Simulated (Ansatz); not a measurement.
# Nickel, fcc under r²SCAN: convergence with the Methfessel-Paxton smearing

A convergence test of the Methfessel-Paxton smearing width. The geometry was relaxed under r²SCAN beforehand and stays fixed; 7 values are run, from 0.01 to 1.0 eV. Wanted are the values from which on the energy stays within 10 and 1 meV/atom, and the pressure within 0.5 GPa, of the narrowest run. Within the series other settings stay, but some runs also write fields, which adds to their time. The moments start as that relaxation left them.

Program: Ansatz 0.2.0. Level of theory: DFT r²SCAN, plane waves with PAW, scalar-relativistic. These are calculated values, not measurements.

### Step 1. The system as given

Symmetry: Fm-3m, No. 225, cubic system. The conventional cell has a = 3.476 Å, b = 3.476 Å, c = 3.476 Å, α = 90.00°, β = 90.00°, γ = 90.00°. Ni (site symmetry m-3m) has 12 Ni at 2.46 Å as nearest neighbours.

As a file:

```cif
data_structure
_symmetry_space_group_name_H-M 'Fm-3m'
_symmetry_Int_Tables_number 225
_cell_length_a 3.4761
_cell_length_b 3.4761
_cell_length_c 3.4761
_cell_angle_alpha 90.000
_cell_angle_beta 90.000
_cell_angle_gamma 90.000
_cell_volume 42.00
loop_
_atom_site_label
_atom_site_type_symbol
_atom_site_symmetry_multiplicity
_atom_site_Wyckoff_symbol
_atom_site_fract_x
_atom_site_fract_y
_atom_site_fract_z
_atom_site_occupancy
Ni1 Ni 4 a 0.00000 0.00000 0.00000 1
```

Starting moments (μB): +0.81.

### Step 2. Run at 0.01 eV

The run at 0.01 eV.

File input.yaml:

```yaml
crystal:
  lattice:
    - [0.0, 1.7380692641, 1.7380692641]
    - [1.7380692641, 0.0, 1.7380692641]
    - [1.7380692641, 1.7380692641, 0.0]
  atoms:
    - { symbol: Ni, position: [0.0, 0.0, 0.0], spin: 0.807 }
hamiltonian:
  xc: r2scan
  pseudopotentials:
    kind: paw
    azcp:
      Ni: "pseudopotentials/Ni.paw.azcp"
basis:
  ecutwfc: 500
  fft_grid_basis: typed
kpoints:
  mp_grid: { grid: [15, 15, 15], shift: [0, 0, 0] }
magnetization:
  spin_polarized: true
scf:
  occupations: { method: methfessel_paxton, width: 0.01 }
  lower_state_search: "off"
output:
  stress: true
```

Command:

```
> ansatz run input.yaml --threads 2 --pin off --max-ram 5120MiB --backend cpu --events-out ev --progress --plain --runs-dir out
```

### Step 3. Run at 0.03 eV

The run at 0.03 eV.

input.yaml: that of step 2 with these lines changed.

```diff
@@ -21,3 +21,3 @@
 scf:
-  occupations: { method: methfessel_paxton, width: 0.01 }
+  occupations: { method: methfessel_paxton, width: 0.03 }
   lower_state_search: "off"
```

### Step 4. Run at 0.1 eV

The run at 0.1 eV.

input.yaml: that of step 3 with these lines changed.

```diff
@@ -21,3 +21,3 @@
 scf:
-  occupations: { method: methfessel_paxton, width: 0.03 }
+  occupations: { method: methfessel_paxton, width: 0.1 }
   lower_state_search: "off"
@@ -25 +25,5 @@
   stress: true
+  write_density: true
+  write_potential: true
+  elf: true
+  volumetric_format: npy
```

### Step 5. Run at 0.2 eV

The run at 0.2 eV.

input.yaml: that of step 4 with these lines changed.

```diff
@@ -21,3 +21,3 @@
 scf:
-  occupations: { method: methfessel_paxton, width: 0.1 }
+  occupations: { method: methfessel_paxton, width: 0.2 }
   lower_state_search: "off"
@@ -25,5 +25 @@
   stress: true
-  write_density: true
-  write_potential: true
-  elf: true
-  volumetric_format: npy
```

### Step 6. Run at 0.3 eV

The run at 0.3 eV.

input.yaml: that of step 5 with these lines changed.

```diff
@@ -21,3 +21,3 @@
 scf:
-  occupations: { method: methfessel_paxton, width: 0.2 }
+  occupations: { method: methfessel_paxton, width: 0.3 }
   lower_state_search: "off"
@@ -25 +25,5 @@
   stress: true
+  write_density: true
+  write_potential: true
+  elf: true
+  volumetric_format: npy
```

### Step 7. Run at 0.6 eV

The run at 0.6 eV.

input.yaml: that of step 6 with these lines changed.

```diff
@@ -21,3 +21,3 @@
 scf:
-  occupations: { method: methfessel_paxton, width: 0.3 }
+  occupations: { method: methfessel_paxton, width: 0.6 }
   lower_state_search: "off"
@@ -25,5 +25 @@
   stress: true
-  write_density: true
-  write_potential: true
-  elf: true
-  volumetric_format: npy
```

### Step 8. Run at 1.0 eV

The run at 1.0 eV.

input.yaml: that of step 7 with these lines changed.

```diff
@@ -21,3 +21,3 @@
 scf:
-  occupations: { method: methfessel_paxton, width: 0.6 }
+  occupations: { method: methfessel_paxton, width: 1.0 }
   lower_state_search: "off"
@@ -25 +25,5 @@
   stress: true
+  write_density: true
+  write_potential: true
+  elf: true
+  volumetric_format: npy
```

(Steps that only read results are left out.)

What does the calculation give?

The runs gave:

| quantity | value |
| --- | --- |
| E(σ → 0) stays within 10 meV/atom of 0.01 eV | up to 1.0 eV |
| E(σ → 0) stays within 1 meV/atom | up to 0.3 eV |
| pressure stays within 0.5 GPa | up to 1.0 eV |
| pressure at 0.01 eV | 0.07 GPa |
| energy of a separate run on a finer mesh (25×25×25) | +0.9 meV/atom from 0.01 eV |

At 1.0 eV the energy differs by -4.8 meV/atom and the pressure by +0.2 GPa. The free energy F moves by +2.1 meV/atom over the range, and the estimate for σ → 0 by -4.8. This scheme cancels the term in the square of the width, so F moves little up to 0.2 eV. The mesh (15×15×15) is fixed, so the narrowest widths carry a k-point error of their own. The largest moment goes from 0.79 μB at 0.01 eV to 0.88 μB at 1.0 eV. The yardstick itself is unsettled by 0.9 meV/atom against the finer mesh, so the thresholds above hold only within this series, and wider smearing, which averages over more states, can land nearer the fine-mesh value than the narrowest does. The cell taken over is 4 % smaller than the measured one (10.94 Å³/atom, COD).
